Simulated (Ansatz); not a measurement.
Consider the atomization: `CC(=N)N` → 2 C• + 6 H• + 2 N•.

Isolated molecules relaxed with PBE0-D4/def2-TZVP in Ansatz; ΔE leaves out vibrations. CBS: MP2 limit from def2 TZ/QZ plus the TZ coupled-cluster correction, frozen cores. This one scheme is used for every species, atoms too. DFT in def2-TZVPP. B3LYP here is the variant with VWN-RPA as its local correlation; programs differ in this. No spin–orbit coupling; open shells (•) take unrestricted orbitals. Spin–orbit coupling would lower the free atoms: a little for C. One conformer a species, not always the lowest.

```csv
level,ΔE (eV),difference from CCSD(T)/CBS
LDA (SPW92),46.33,6.42
PBE-D4,41.30,1.39
r2SCAN-D4,39.94,0.03
B97M-V,40.03,0.12
B2PLYP,39.72,-0.19
PBE-QIDH,39.63,-0.28
r2SCAN,39.90,-0.01
PBE0,40.15,0.24
B3LYP,40.03,0.12
BHLYP,38.59,-1.32
CAM-B3LYP,40.24,0.33
MP2/def2-SVP,37.97,-1.94
CCSD/def2-SVP,37.17,-2.74
HF/def2-TZVPP,27.59,-12.32
SCS-MP2/def2-TZVPP,39.34,-0.57
SCS-MP2/def2-QZVPP,40.14,0.23
CCSD(T)/CBS,39.91,0
```

(1) What do rigid-rotor, harmonic-oscillator terms from PBE0-D4/def2-TZVP frequencies (298.15 K, 1 bar) make of the CCSD(T)/CBS value? (Estimate.)

Largest T1 diagnostic among the species: 0.012.

## Answers

(1) Computed: ΔZPE = -2.35 eV, ΔH = +38.04 eV, ΔS = 1020 J/(mol·K), ΔG = +34.88 eV. Open shells count their whole term as degenerate.

From BLYP to BHLYP (50 % exact exchange), in def2-TZVPP and without D4, ΔE moves by −1.50 eV: exact exchange takes away binding that semilocal exchange gives to molecules. Leaving LDA and LC-ωPBE aside and taking each functional with its dispersion term where it has one, the values, not all of them listed here, spread over 2.55 eV, from BHLYP-D4 to PBE-D4. LDA lies +5.18 eV from PBE without D4, its usual overbinding. The D4 term adds +0.24 eV with B3LYP and +0.13 eV with PBE0; it sums over pairs of atoms, weighted by their polarisabilities, and B3LYP, whose exchange is more repulsive, gets the larger term.

For atomizations the MP2-based limit and the directly extrapolated one differ by several kJ/mol either way, and by 10 to 25 for some Ge, Se and Sn compounds, so smaller differences from it don't rank the levels.
